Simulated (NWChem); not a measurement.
## Polarisability of hydrogen peroxide (H2O2)

SMILES: OO
```xyz
4

O     -0.2942     0.6453    -0.0547
O      0.2942    -0.6453    -0.0547
H      0.3673     1.1503     0.4376
H     -0.3673    -1.1503     0.4376
```
Charge 0, spin multiplicity 1.

All runs are NWChem calculations. All single points use one geometry, from PBE0/def2-SVP, a minimum by its harmonic frequencies. It is one conformer; others weren't searched.

Basis set: 6-31G*. The field's frequency is 0.0428 Ha (1065 nm). This basis has no diffuse functions, which lowers polarisabilities.

The correlated methods keep 2 core orbitals frozen. The Pople sets run with spherical d functions. No row is a measurement; the coupled-cluster row has its own basis-set and correlation limits.

**Question.** For the isotropic polarisability, HF gives 9.60 bohr³ and PBE gives 9.42 bohr³. What do PBE0, CCSD linear response give?

**Answer.** PBE0: 9.35 bohr³; CCSD linear response: 9.24 bohr³.
